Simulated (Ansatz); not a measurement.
Geometry optimisation, Ansatz, UKS CAM-B3LYP/def2-SVP.

Input:

```yaml
crystal:
  periodic: [false, false, false]
  atoms:
    - { symbol: Al, position_ang: [0.0, 0.000151, -0.287168] }
    - { symbol: Cl, position_ang: [-1.6e-05, -0.001229, 3.146901] }
    - { symbol: H, position_ang: [1.358266, 8.1e-05, -1.135074] }
    - { symbol: H, position_ang: [-1.358264, 8.1e-05, -1.135078] }
    - { symbol: H, position_ang: [1.4e-05, 0.000916, 4.48042] }
magnetization:
  spin_polarized: true
  initial_magnetization: 1
basis:
  gaussian: { orbitals: def2-SVP }
hamiltonian:
  xc: cam_b3lyp
relax:
  f_tol: 0.03
  max_steps: 50
```

Run as:

```bash
$ ansatz run input.yaml --threads 1 --pin off --max-ram 2048MiB --backend cpu --events-out ev --progress --plain --runs-dir out
```

Problem. Where does it end, and by what steps?

Solution. The forces met the threshold. After 4 steps the energy has fallen by 0.063 eV; Cl2 moved furthest, 0.36 Å.

```tsv
step	energy less start (eV)	largest force component (eV/Å)	accepted
0	0.0000	1.256	yes
1	-0.0499	0.582	yes
2	-0.0602	0.098	yes
3	-0.0606	0.127	yes
4	-0.0626	0.008	yes
```

```xyz
5
Properties=species:S:1:pos:R:3
Al 0.000 0.000 -0.529
Cl 0.000 0.002 3.511
H 1.369 0.000 -1.356
H -1.369 0.000 -1.356
H 0.000 -0.001 4.799
```

Whether the end is a true minimum wasn't checked by a vibrational analysis.

Run time: 5.4 s on 1 thread of Intel(R) Xeon(R) 6975P-C (Granite Rapids), with other jobs on the host, peak memory 0.15 GiB.
